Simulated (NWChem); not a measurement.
methyl formate (C2H4O2); SMILES COC=O

```xyz
8

C     -0.5094    -1.3186     0.0026
O      0.6764    -0.5380     0.0014
C      0.5040     0.7806     0.0002
O     -0.5523     1.3438    -0.0002
H     -1.1154    -1.1114    -0.8919
H     -0.1891    -2.3667     0.0086
H     -1.1198    -1.1023     0.8919
H      1.4961     1.2788    -0.0003
```
Atoms are numbered in this order, from 1.

Computed with NWChem. Structure relaxed at the PBE0/def2-SVP level. B3LYP is NWChem's, with the RPA form of VWN correlation. Level: B3LYP/def2-SVP with SMD (1 M gas to 1 M solution), gas-phase geometry.

For solvent water:

solvation free energy (kcal/mol): -1.9
cavity-dispersion-structure term (kcal/mol): 4.9
dipole in solution (D): 2.34

Task: How do the values read with solvent cyclohexanone instead?

Result: The solvation free energy (kcal/mol) is -3.1, the cavity-dispersion-structure term (kcal/mol) is 0.3 and the dipole in solution (D) is 2.08.
